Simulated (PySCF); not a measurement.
Dichlorofluoromethane, CHCl2F.
Geometry (GFN2-xTB, Å), atoms numbered from 1 in this order:
```xyz
5
CHCl2F angstrom
F     -0.0661    1.1471   -0.7700
C      0.0037    0.1035    0.0700
Cl     1.4648   -0.8339   -0.2893
Cl    -1.4472   -0.8963   -0.1248
H      0.0534    0.4825    1.0969
```

A PySCF run (density fitting, gas phase, GFN2-xTB geometry) gave HOMO -7.49 eV, LUMO -1.41 eV, dipole 1.20 D and E = -1059.000 Eh.

Question: Which of these levels was it?
A. KT2/def2-SVPD
B. CAM-B3LYP/def2-SVPD
C. BLYP/def2-TZVP
D. KT2/ANO-RCC-VDZP
E. PW91/pcSseg-2

Answer: C. It is BLYP/def2-TZVP. All candidates on this geometry:

```csv
level and settings,kind,basis functions,SCF cycles,E (Eh),HOMO (eV),LUMO (eV),dipole (D)
"KT2/ANO-RCC-VDZP, start guess huckel",GGA,69,13,-1067.0848,-7.82,-1.77,1.29
BLYP/def2-TZVP,GGA,142,13,-1059.0003,-7.49,-1.41,1.20
PW91/pcSseg-2,GGA,172,12,-1058.9909,-7.79,-1.67,1.27
"KT2/def2-SVPD, level shift 0.2 Eh",GGA,105,10,-1067.3076,-7.93,-1.80,1.23
CAM-B3LYP/def2-SVPD,range-separated hybrid,105,12,-1058.5476,-10.65,0.43,1.33
```

The nearest other candidate, by the summed differences of HOMO and LUMO, is PW91/pcSseg-2: its HOMO differs by -0.30 eV and its LUMO by -0.26 eV. Cycle counts include a coarse-grid stage where the run had one. KT2 was designed for NMR shieldings or shifts; total energies of different functionals aren't comparable. ANO-RCC sets were contracted for a scalar-relativistic Hamiltonian, but ran non-relativistically here.
